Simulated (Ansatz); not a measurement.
A nudged elastic band was laid between two geometries of H₆OSi₂ (9 atoms, charge 0, multiplicity 1).

Theory: Ansatz, RHF/def2-SVP.

```json
{"movable images": "9", "climbing image": "yes", "spring": "5.0 eV/Å²", "optimiser": "quadratic models (default)", "start path": "through a guess of the saddle point", "force threshold": "0.05 eV/Å", "iteration limit": "60", "end points": "relaxed"}
```

Initial state:

```xyz
9
Properties=species:S:1:pos:R:3
Si 0.381 0.045 -0.219
O -0.074 -0.232 1.328
Si -0.589 -0.488 2.859
H -1.565 -1.601 2.883
H 0.562 -0.831 3.724
H -1.237 0.736 3.383
H 1.851 -0.073 -0.337
H -0.030 1.407 -0.629
H -0.259 -0.943 -1.116
```

Final state:

```xyz
9
Properties=species:S:1:pos:R:3
Si 0.209 0.163 -0.795
O 0.728 -0.286 1.184
Si -0.317 -0.461 2.519
H -1.206 -1.606 2.276
H 0.554 -0.712 3.686
H -1.066 0.793 2.669
H 1.650 -0.490 1.273
H -0.530 1.388 -0.294
H -0.981 -0.769 -0.642
```

Q: Which bonds break or form, and what moves?

A: Bonds broken: Si1–H7. Bonds formed: O2–H7.

Q: What energy profile does the band end with?

A: The forces met the threshold. The highest image is number 6 of 0 to 10, 420.2 kJ/mol above the first end and 149.6 kJ/mol above the last; the last end lies 270.6 kJ/mol above the first. Neighbouring images differ by up to 1.8 eV, so the band resolves the path poorly. A vibrational analysis at the climbing image gives 2 clearly imaginary modes (2106i, 59i cm⁻¹): a point of higher order. A lower path may pass nearby, or the ends, which weren't checked, may share the extra mode. The orbitals stay closed-shell, which can raise the energy where a bond breaks towards radicals; this wasn't checked here.

```json
{"image": "0", "path coordinate (Å)": "0.00", "energy (kJ/mol)": "0.0", "Si1–H7 (Å)": "1.48", "O2–H7 (Å)": "2.55"}
{"image": "1", "path coordinate (Å)": "0.36", "energy (kJ/mol)": "0.0", "Si1–H7 (Å)": "1.48", "O2–H7 (Å)": "2.55"}
{"image": "2", "path coordinate (Å)": "0.71", "energy (kJ/mol)": "0.1", "Si1–H7 (Å)": "1.48", "O2–H7 (Å)": "2.54"}
{"image": "3", "path coordinate (Å)": "1.07", "energy (kJ/mol)": "24.4", "Si1–H7 (Å)": "1.47", "O2–H7 (Å)": "2.30"}
{"image": "4", "path coordinate (Å)": "1.43", "energy (kJ/mol)": "108.1", "Si1–H7 (Å)": "1.47", "O2–H7 (Å)": "1.98"}
{"image": "5", "path coordinate (Å)": "1.79", "energy (kJ/mol)": "278.8", "Si1–H7 (Å)": "1.51", "O2–H7 (Å)": "1.62"}
{"image": "6", "path coordinate (Å)": "2.14", "energy (kJ/mol)": "420.2", "Si1–H7 (Å)": "1.63", "O2–H7 (Å)": "1.23"}
{"image": "7", "path coordinate (Å)": "2.57", "energy (kJ/mol)": "316.8", "Si1–H7 (Å)": "2.04", "O2–H7 (Å)": "0.97"}
{"image": "8", "path coordinate (Å)": "3.00", "energy (kJ/mol)": "279.8", "Si1–H7 (Å)": "2.44", "O2–H7 (Å)": "0.95"}
{"image": "9", "path coordinate (Å)": "3.43", "energy (kJ/mol)": "272.6", "Si1–H7 (Å)": "2.56", "O2–H7 (Å)": "0.95"}
{"image": "10", "path coordinate (Å)": "3.86", "energy (kJ/mol)": "270.6", "Si1–H7 (Å)": "2.60", "O2–H7 (Å)": "0.95"}
```

Q: What is the geometry of the highest image?

A: 
```xyz
9
Properties=species:S:1:pos:R:3
Si 0.388 0.091 -0.546
O 0.343 -0.125 1.304
Si -0.404 -0.485 2.756
H -1.320 -1.630 2.572
H 0.643 -0.831 3.737
H -1.167 0.692 3.219
H 1.396 -0.284 0.684
H -0.191 1.440 -0.789
H -0.646 -0.849 -1.060
```

Run time: 89 s on 1 thread of Intel(R) Xeon(R) 6975P-C (Granite Rapids), with other jobs on the host, peak memory 0.15 GiB.
